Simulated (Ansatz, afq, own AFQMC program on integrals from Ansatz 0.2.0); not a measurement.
Integrals from Ansatz 0.2.0, then the random walk in our own AFQMC program (afq).

```yaml
crystal:
  periodic: [false, false, false]
  atoms:
    - {symbol: Ge, position_ang: [0.000048, 0.000000, 0.354437]}
    - {symbol: C, position_ang: [0.010265, 0.000000, -1.634875]}
    - {symbol: H, position_ang: [-1.051269, -0.000009, -1.923563]}
    - {symbol: H, position_ang: [0.462733, 0.894528, -2.069318]}
    - {symbol: H, position_ang: [0.462748, -0.894520, -2.069318]}
basis:
  gaussian: {orbitals: cc-pVDZ}
magnetization: {spin_polarized: true, initial_magnetization: 1}
correlation: {method: ccsd_t, electrons: outside_noble_gas, hamiltonian_folder: ham}
```

```sh
$ ansatz run in.yaml --threads 1 --pin off --events-out ev --progress --plain --max-ram 1382MiB
```

afq runs on the folder ham with

```
--method phaseless --trial cisd --walkers 60 --populations 1 --least-time 40 --time-step 0.005 --steps-per-block 50 --equilibration-blocks 28 --max-blocks 300 --target-error 0.0004 --factor-cut 1e-05 --start spin_pure --seed 2587 --release-times 0.24,0.51,0.99,1.62,2.4 --release-step 0.03 --release-every 4 --taylor-order 6
```

Times are imaginary, in 1/Eh. The walk had a cap of 1706 s. Filled inner d shells are frozen with the cores.

afq prints:

```
orbitals 41  electrons 6 5  factors 334 of 589
reference energy -2114.90603730 Eh
CCSD correlation -0.23856158 Eh in 13 cycles, weight of the determinant in the CISD state 0.8818
energy of the start -2115.144154 Eh
 block  time / (1/Eh)  mean weight  energy / Eh
     1     0.250  0.9987  -2115.140938
     2     0.500  1.0008  -2115.144285
     3     0.750  0.9986  -2115.150682
     4     1.000  1.0012  -2115.146595
     5     1.250  1.0008  -2115.151615
     7     1.750  0.9998  -2115.149751
     9     2.250  0.9995  -2115.150060
    17     4.250  0.9993  -2115.150763
    33     8.250  1.0009  -2115.149832
    49    12.250  1.0021  -2115.150006
    65    16.250  0.9984  -2115.149381
    81    20.250  0.9995  -2115.149899
    97    24.250  1.0002  -2115.150055
   113    28.250  1.0015  -2115.146760
   121    30.250  1.0005  -2115.164960
   129    32.250  0.9995  -2115.152044
   145    36.250  1.0001  -2115.154089
   161    40.250  0.9998  -2115.148354
   177    44.250  0.9997  -2115.159199
   193    48.250  1.0004  -2115.151188
   209    52.250  0.9995  -2115.146802
   225    56.250  1.0000  -2115.153371
   241    60.250  0.9995  -2115.152539
   257    64.250  0.9991  -2115.146322
   273    68.250  0.9996  -2115.150918
   289    72.250  1.0008  -2115.150217
   305    76.250  1.0015  -2115.149966
   321    80.250  0.9979  -2115.150141
blocks merged  error / Eh  count
     1  0.000259  300
     2  0.000313  150
     4  0.000379  75
     8  0.000376  37
    16  0.000354  18
    32  0.000376  9
released: time / (1/Eh)  energy / Eh  error  mean overlap
  0.24  -2115.151953  0.000467  1.0073
  0.51  -2115.151974  0.000410  1.0049
  0.99  -2115.152603  0.000374  0.9814
  1.62  -2115.152704  0.000447  0.9827
  2.40  -2115.152222  0.000501  0.9865
energy -2115.151869 +/- 0.000376 Eh
(rows thinned)
```

The run passed its tests (sampling time, drift between the halves within three errors, error under three times the target), which doesn't prove that it has relaxed.

Against this walk (error 10.2 meV) on the same determinant: CCSD(T) 24.8 meV higher. The error is statistical and leaves out the bias of the constraint. Released to 2.40 1/Eh the energy moves by -10 ± 17 meV (both errors), within twice the noise.

Cautions: constraint bias not in the error; no relativity below Rb; no spin-orbit coupling; inner d shell frozen.

The walk took 8.2 min on 1 thread of Arm Neoverse V2, on a shared host. The log's last line is the phaseless energy.

A walk keeps the symmetry of its determinant, which the program's search chose and which needn't be the lowest solution, so a lower state of the same spin and another symmetry isn't excluded.
